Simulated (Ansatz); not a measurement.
# C4H7FO: one species, many methods

The task here is to estimate one member of a computed series from the others.

Method: functionals in def2-TZVPP, the program's frozen cores in correlated methods; program: Ansatz 0.2.0, Gaussian basis.

Levels to be run: PBE-D4, r2SCAN-D4, PBE0-D4, B3LYP-D4, ωB97X-V, ωB97M-V, B2PLYP; CCSD(T)/def2-TZVPP; MP2/def2-QZVPP; extrapolation to the limit.

## Structure used throughout

An earlier PBE0-D4 in a triple-zeta def2 set relaxation fixed the geometry.

SMILES `C/C=C(\F)OC`, 13 atoms, charge 0, spin multiplicity 1.

Atoms are counted from 1 here; the program's logs count them from 0.

Bond lengths: C1–C2 1.489 Å, C1–H7 1.094 Å, C1–H8 1.090 Å, C1–H9 1.094 Å, C2–C3 1.323 Å, C2–H10 1.083 Å, C3–F4 1.344 Å, C3–O5 1.332 Å, O5–C6 1.423 Å, C6–H11 1.088 Å, C6–H12 1.091 Å, C6–H13 1.094 Å. Angles: C2–C1–H7 111.1°, C2–C1–H8 111.5°, C2–C1–H9 111.1°, H7–C1–H8 108.0°, H7–C1–H9 106.9°, H8–C1–H9 108.0°, C1–C2–C3 124.9°, C1–C2–H10 119.5°, C3–C2–H10 115.5°, C2–C3–F4 121.8°, C2–C3–O5 125.4°, F4–C3–O5 112.7°, C3–O5–C6 115.6°, O5–C6–H11 106.1°, O5–C6–H12 111.2°, O5–C6–H13 110.4°, H11–C6–H12 109.6°, H11–C6–H13 109.7° and more.

The first run:

The input, in.yaml:

```yaml
crystal:
  periodic: [false, false, false]
  atoms:
    - {symbol: C, position_ang: [-1.777617, 1.008180, -1.082857]}
    - {symbol: C, position_ang: [-0.351394, 0.802788, -0.708038]}
    - {symbol: C, position_ang: [0.144309, -0.313178, -0.198834]}
    - {symbol: F, position_ang: [-0.637249, -1.367963, 0.091070]}
    - {symbol: O, position_ang: [1.435260, -0.552087, 0.027769]}
    - {symbol: C, position_ang: [1.753069, -1.019258, 1.334091]}
    - {symbol: H, position_ang: [-2.208465, 1.856506, -0.542760]}
    - {symbol: H, position_ang: [-2.379698, 0.127073, -0.861642]}
    - {symbol: H, position_ang: [-1.877405, 1.227130, -2.150477]}
    - {symbol: H, position_ang: [0.364803, 1.597519, -0.877160]}
    - {symbol: H, position_ang: [2.836856, -1.109077, 1.367746]}
    - {symbol: H, position_ang: [1.298418, -1.992471, 1.527420]}
    - {symbol: H, position_ang: [1.419512, -0.299862, 2.088471]}
basis:
  gaussian: {orbitals: def2-TZVPP}
hamiltonian: {xc: pbe, dispersion: d4}
output: {forces: true, orbitals: {seedname: orbitals}}
```

On the command line:

```
ansatz run in.yaml --threads 4 --pin off --events-out ev --progress --plain --max-ram 10444MiB
```

Among the steps run: PBE-D4 (GGA); r2SCAN-D4 (meta-GGA); PBE0-D4 (hybrid); B3LYP-D4 (hybrid); ωB97X-V (range-separated); ωB97M-V (range-separated); B2PLYP (double hybrid); CCSD(T) in def2-TZVPP; MP2 in def2-QZVPP.

One of the session's tables, all rows but one given; the rest of the session is left out.

It belongs to the step «Atomisation energies». 

| method | atoms, summed (eV) | atomisation energy (kJ/mol) |
| --- | --- | --- |
| PBE-D4 | -8962.342 | 5435.1 |
| r2SCAN-D4 | -8969.347 | 5298.4 |
| PBE0-D4 | -8964.071 | 5313.7 |
| B3LYP-D4 | -8974.843 | 5276.5 |
| ωB97X-V | -8971.387 | 5280.1 |
| ωB97M-V | -8970.690 | 5290.1 |
| B2PLYP | -8968.027 | 5226.0 |
| HF/def2-TZVPP | -8938.832 | 3817.8 |
| MP2/def2-TZVPP | -8955.265 | 5246.6 |
| CCSD/def2-TZVPP | -8958.266 | 5056.3 |
| CCSD(T)/def2-TZVPP | -8958.657 | 5140.3 |
| MP2/CBS | ? | ? |
| CCSD(T)/CBS | -8961.874 | 5265.9 |

**Question.** Estimate the row for MP2/CBS.

The run gave: atoms, summed (eV): -8958.481; atomisation energy (kJ/mol): 5372.2. In the column «atoms, summed (eV)» it lies between CCSD(T)/def2-TZVPP (-8958.657) and CCSD/def2-TZVPP (-8958.266).
